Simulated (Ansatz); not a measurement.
The Si1–H2 bond of SiH2 (SMILES [SiH2]) is stretched (multiplicity 1, the rest rigid).
Geometry at rest (charge 0, multiplicity 1):
```xyz
3

Si     0.0142    -0.0009     0.1321
H     -0.1123    -1.0850    -0.9304
H     -0.0862     1.0971    -0.9190
```

Cores are frozen in the correlated methods.

The values were computed with Ansatz (Gaussian basis) for Hartree–Fock, density functionals and correlated methods. Each number belongs to the level named beside it.

FIC-MRCISD+Q on CASSCF(2,2)/cc-pV(T+d)Z, total energies (hartree):

```csv
R (Å),CASSCF,MRCISD,weight c² of the reference
1.523,-290.045715,-290.164093,0.92113
2.666,-289.965771,-290.074775,0.92121
4.874,-289.934739,-290.040586,0.92184
```

**Question.** Add the Davidson correction (E_MRCISD − E_CASSCF)(1 − c²)/c² and give the energies above the first point at the three levels.

**Answer.** 
Corrections (hartree): -0.010136, -0.009322, -0.008974. Above the first point (kcal/mol):
- R = 2.666 Å: CASSCF 50.2, MRCISD 56.0, with the correction 56.6
- R = 4.874 Å: CASSCF 69.6, MRCISD 77.5, with the correction 78.2

Ansatz is a quantum-chemistry and plane-wave program.
